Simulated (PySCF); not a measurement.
Compound: C4H3FN (doublet state).
Geometry (GFN2-xTB, Å), atoms numbered from 1 in this order:
```xyz
9
C4H3FN angstrom
F      2.7956   -0.5390    0.6740
C      1.4788   -0.7146    0.5154
C      0.6669    0.3495    0.2518
C     -0.6815    0.2241    0.0815
C     -1.9774    0.5481   -0.1466
N     -1.8092   -0.7344    0.0612
H      1.1620   -1.7393    0.6159
H      1.1043    1.3360    0.1712
H     -2.7258    1.2757   -0.3562
```

The hyperfine couplings belong to this conformer and change with its torsions.

The species is `F/C=C/[C]1C=N1` [radical].

Computed with UKS B3LYP, pcH-1 on C F H N, non-relativistic, mean-field spin-orbit, GIAO in PySCF 2.14.0. The structure is a single GFN2-xTB conformer in the gas phase; no vibrational or solvent corrections. Couplings are sensitive to structure, and on GFN2-xTB geometries they can be far from those on DFT ones. The SCF solution wasn't tested for stability. ⟨S²⟩ is 0.793 where a pure state has 0.75.

Task: The isotropic 13C couplings are +54.7, +44.6, -42.6, -34.2 MHz. Assign them to C2; C3; C4; C5.

Result: 
```json
{"site": "C2", "a_iso (MHz)": "+54.7", "ρ(0) (bohr⁻³)": "+0.0487", "position": "largest spin population", "distance from C2 (Å)": "0.00", "spin population": "+0.52", "largest |T| (MHz)": "93.1"}
{"site": "C3", "a_iso (MHz)": "-42.6", "ρ(0) (bohr⁻³)": "-0.0379", "position": "1 bond from C2", "distance from C2 (Å)": "1.36", "spin population": "-0.20", "largest |T| (MHz)": "24.9"}
{"site": "C4", "a_iso (MHz)": "+44.6", "ρ(0) (bohr⁻³)": "+0.0397", "position": "a main spin site", "distance from C2 (Å)": "2.40", "spin population": "+0.41", "largest |T| (MHz)": "76.7"}
{"site": "C5", "a_iso (MHz)": "-34.2", "ρ(0) (bohr⁻³)": "-0.0304", "position": "1 bond from N6", "distance from C2 (Å)": "3.74", "spin population": "-0.18", "largest |T| (MHz)": "25.1"}
```

ρ(0) is the spin density at the nucleus and T the dipolar tensor. Largest spin populations (Mulliken): C2 (+0.52), N6 (+0.42), C4 (+0.41) and C3 (-0.20). Three atoms exceed +0.15. The positive populations add up to 1.40 and the negative ones to -0.40, together 2S = 1. The angles at C2 add up to 360.0°, so it is planar. Main spin sites, with 60 % or more of the largest population: C2, C4, N6; positions count bonds from the nearest.

β density exceeds α density at some nuclei, such as C3 (-0.0379), C5 (-0.0304) and H7 (-0.0087), spin density in bohr⁻³. In a single determinant that takes different orbitals for the two spins, that is spin polarisation.

C4, the radical centre as drawn in `F/C=C/[C]1C=N1`, holds a spin population of +0.41 out of 1.
